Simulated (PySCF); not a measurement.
SiO + H₂O → SiH₂ + O₂

Level: PBE in the def2-TZVP basis family, all electrons, no relativity, computed in PySCF with density fitting; open shells unrestricted.

```
species                            state and structure      E (Eh)  ZPE (kJ/mol)  H(298 K) − H(0) (kJ/mol)  S° (J/(mol K))
    SiO                     singlet, C∞v, Si–O 1.530 Å  -364.54443           7.2                       8.7           211.8
    H₂O   singlet, C2v, O–H 0.971 Å (×2); H–O–H 104.3°   -76.37680          54.3                       9.9           189.0
   SiH₂  singlet, C2v, Si–H 1.539 Å (×2); H–Si–H 90.5°  -290.45799          29.5                      10.0           207.8
     O₂                      triplet, D∞h, O–O 1.219 Å  -150.24892           9.3                       8.7           205.2
```

Task: What is the electronic reaction energy?

Result: At PBE/def2-TZVP, ΔE = 562.7 kJ/mol from the differences of the total energies times 2625.5, uphill. 

Task: Add zero-point, thermal and entropy terms for 298.15 K and 1 bar.

Result: ΔZPE = -22.7 and Δ[H(298) − H(0)] = 0.1 kJ/mol give ΔH° = 540.1 kJ/mol. ΔS° = 12.2 J/(mol K), so ΔG° = 540.1 − 298.15 × (0.0122) = 536 kJ/mol.

The structures come from searches over a few start shapes, so lower isomers are not excluded.
